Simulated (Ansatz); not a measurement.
## bcc Na

Level of theory: r²SCAN in Ansatz (PAW).

Settings: plane-wave cutoff 500 eV, 2×2×2 k mesh, Fermi–Dirac smearing 0.1 eV, cell of 250 sites, scalar-relativistic PAW data made under PBE.

Cell: relaxed at this level.

```json
{
  "vacancy_formation_energy": "0.38 eV",
  "vacancy_formation_energy_before_relaxation": "0.47 eV"
}
```

Measured, for comparison: vacancy formation energy 0.36 eV (not corrected to a static lattice, monovacancy; as tabulated in Riffe and Christensen (2024), arXiv:2406.09527). Computed (rounded) less measured: vacancy formation energy +0.020 eV.

Note: energies are extrapolated to zero smearing, and mesh and cell size move such values by some hundredths of an eV or more.

Computed values are for the static lattice.

Ansatz is an electronic-structure program.
